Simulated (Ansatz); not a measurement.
Molecule: HCl (charge +1, doublet). 
Geometry from a B3LYP-D3(BJ)/def2-TZVP (Ansatz, a quantum-chemistry and plane-wave program) optimisation:
```
Cl
H 1 1.3252
```
Charge +1, spin multiplicity 2.

### Question
Give the harmonic wavenumbers at B3LYP-D3(BJ)/def2-TZVP (Ansatz, finite differences of forces, unscaled).

### Answer
2618 cm⁻¹. Zero-point energy 3.7 kcal/mol.

### Question
From these and the geometry, give the ideal-gas thermochemistry at 298.15 K and 1 atm (rigid rotor, harmonic oscillator).

### Answer
Point group C∞v, rotational symmetry number 1. Rotational constants 293.6, 293.6 GHz. S(trans) 36.71, S(rot) 8.05, S(vib) 0.00, S(elec, spin only) 1.38, S 46.1 cal/(mol K). H(298) - H(0) 2.07 kcal/mol; G - E(el) -7.9 kcal/mol.
